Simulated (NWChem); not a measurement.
Total energies of methanol (CH₄O)

```xyz
6

C      0.6125    -0.2314     0.0000
O     -0.6650     0.3583     0.0000
H      0.8066    -0.8558     0.8960
H      1.3548     0.5819     0.0000
H      0.8066    -0.8558    -0.8960
H     -1.3230    -0.3478     0.0000
```
Charge 0, spin multiplicity 1.

Everything below was run with NWChem. The geometry was optimised at B3LYP/def2-SVP, a minimum by its harmonic frequencies.

Basis set: cc-pVTZ (116 functions).

| method | total energy (Ha) | relative cost |
|---|---|---|
| RHF | -115.08825 | 1 |
| MP2 | -115.51682 | under 3 |
| B2PLYP | -115.67621 | under 3 |
| PBE | -115.62545 | under 3 |
| B3LYP | -115.77181 | under 3 |
| BP86 | -115.76763 | under 3 |

Total energies of different functionals aren't comparable as a measure of quality: only differences taken within one method are. The cost column gives rough processor time relative to RHF; each entry includes its own SCF.

The correlated methods keep 2 core orbitals frozen. B3LYP has NWChem's definition, with VWN1-RPA local correlation.
